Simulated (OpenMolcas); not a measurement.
# RI-MP2/cc-pVTZ (Cholesky decomposition) run of MgH2O2 (SMILES [OH][Mg][OH])

What is the energy change on altering one bond length of MgH2O2 at RI-MP2/cc-pVTZ (Cholesky decomposition)? 

The results are computed with OpenMolcas 26.06.

## 1. The structure to begin with

The species is MgH2O2 (5 atoms), meant as a singlet with charge 0. SMILES: `[OH][Mg][OH]`. The shape comes from GFN2-xTB, which is rough for such elements, and wasn't checked as a minimum.

Bond lengths: O1–Mg2 1.722 Å, Mg2–O3 1.724 Å, O1–H4 0.953 Å, O3–H5 0.952 Å. Angles: O1–Mg2–O3 132.6°, Mg2–O1–H4 128.2°, Mg2–O3–H5 127.5°.

## 2. A single-point energy at RI-MP2/cc-pVTZ (Cholesky decomposition)

job.inp reads:

```
&GATEWAY
BASLIB = $CurrDir
COORD
5
angstrom
O       -1.437470      -0.280920      -0.623910
Mg       0.067690      -0.917820      -0.080860
O        1.473530      -0.177550       0.588660
H       -1.734150       0.624210      -0.608330
H        1.630390       0.752070       0.724440
BASIS = cc-pVTZ
GROUP = NoSym
&SEWARD
HIGH
&SCF
PRORBITALS = 0
&MBPT2
FROZEN = 3
```

The basis set cc-pVTZ is read from a file made from the Basis Set Exchange's data (not shown).

Run with:

```sh
$ export MOLCAS_MEM=1860
$ pymolcas job.inp > job.log
```

The program printed:

```text
--- Start Module: gateway ---
[...]
--- Stop Module: gateway /rc=_RC_ALL_IS_WELL_ ---
[...]
      Basis functions          122
[...]
--- Start Module: scf ---
[...]
       Convergence after  10 Iterations
[...]
::    Total SCF energy                               -350.6240683402
[...]
      Total spin, S                                     0.0000000000
[...]
      Total electronic charge=   30.000000
      Total            charge=   -0.000000
[...]
      Dipole Moment (debye):
      Origin of the operator (angstrom)=    0.0361   -0.4821   -0.0411
                   X=  1.2798E-01               Y= -1.9778E+00               Z= -2.0601E-01           Total=  1.9926E+00
      Quadrupole Moment (debye*angstrom):
[...]
--- Stop Module: scf /rc=_RC_ALL_IS_WELL_ ---
[...]
--- Start Module: mbpt2 ---
[...]
WARNING!
Default frozen orbitals as non valence orbitals is overwritten by user input.
Default values:   4
[...]
       Reference weight ( Cref**2 )         =        0.87968
::    Total MBPT2 energy                             -351.1795930375
[...]
--- Stop Module: mbpt2 /rc=_RC_ALL_IS_WELL_ ---
[...]
```

Wall time 13 s (1 thread of Arm Neoverse V1, shared host); peak memory 0.093 GiB.

## 3. The distorted shape

job.inp reads:

```
&GATEWAY
  BasLib
  $CurrDir
  Coord
  5
  angstrom
  O       -1.587947      -0.217247      -0.678201
  Mg       0.067690      -0.917820      -0.080860
  O        1.473530      -0.177550       0.588660
  H       -1.884627       0.687883      -0.662621
  H        1.630390       0.752070       0.724440
  Basis
  cc-pVTZ
  Group
  NoSym

&SEWARD
  High

&SCF
  PrOrbitals
  0

&MBPT2
  Frozen
  3
```

The basis set cc-pVTZ is read from a file made from the Basis Set Exchange's data (not shown).

Run with:

```sh
$ export MOLCAS_MEM=1860
$ pymolcas job.inp > job.log
```

The program printed:

```text
--- Start Module: gateway ---
[...]
--- Stop Module: gateway /rc=_RC_ALL_IS_WELL_ ---
[...]
      Basis functions          122
[...]
--- Start Module: scf ---
[...]
       Convergence after  11 Iterations
[...]
::    Total SCF energy                               -350.6235100940
[...]
      Total spin, S                                     0.0000000000
[...]
      Total electronic charge=   30.000000
      Total            charge=   -0.000000
[...]
      Dipole Moment (debye):
      Origin of the operator (angstrom)=   -0.0080   -0.4635   -0.0571
                   X=  7.2034E-01               Y= -2.2458E+00               Z=  3.8365E-03           Total=  2.3585E+00
      Quadrupole Moment (debye*angstrom):
[...]
--- Stop Module: scf /rc=_RC_ALL_IS_WELL_ ---
[...]
--- Start Module: mbpt2 ---
[...]
WARNING!
Default frozen orbitals as non valence orbitals is overwritten by user input.
Default values:   4
[...]
       Reference weight ( Cref**2 )         =        0.87784
::    Total MBPT2 energy                             -351.1810672562
[...]
--- Stop Module: mbpt2 /rc=_RC_ALL_IS_WELL_ ---
[...]
```

Wall time 14 s (1 thread of Arm Neoverse V1, shared host); peak memory 0.093 GiB.

## 4. Outcome

At RI-MP2/cc-pVTZ (Cholesky decomposition), 3 core orbitals frozen:

| quantity | value |
| --- | --- |
| first shape: total energy | -351.17959 Eh |
| first shape: dipole moment (mean-field density) | 1.99 D |
| first shape: HOMO energy (Hartree–Fock orbitals) | -11.68 eV |
| first shape: LUMO energy (Hartree–Fock orbitals) | 0.20 eV |
| first shape: HOMO–LUMO gap (Hartree–Fock orbitals) | 11.87 eV |
| first shape: correlation energy (3 core orbitals frozen) | -555.5 mEh |
| distorted shape: total energy | -351.18107 Eh |
| distorted shape: dipole moment (mean-field density) | 2.36 D |
| distorted shape: HOMO energy (Hartree–Fock orbitals) | -11.28 eV |
| distorted shape: LUMO energy (Hartree–Fock orbitals) | 0.00 eV |
| distorted shape: HOMO–LUMO gap (Hartree–Fock orbitals) | 11.28 eV |
| distorted shape: correlation energy (3 core orbitals frozen) | -557.6 mEh |
| energy change with the O1–Mg2 bond stretched from 1.722 to 1.894 Å | -0.040 eV |

In words: With the O1–Mg2 bond stretched from 1.722 to 1.894 Å the energy falls by 0.04 eV (0.9 kcal/mol). The first shape isn't relaxed at this level, so the change isn't measured from a minimum.
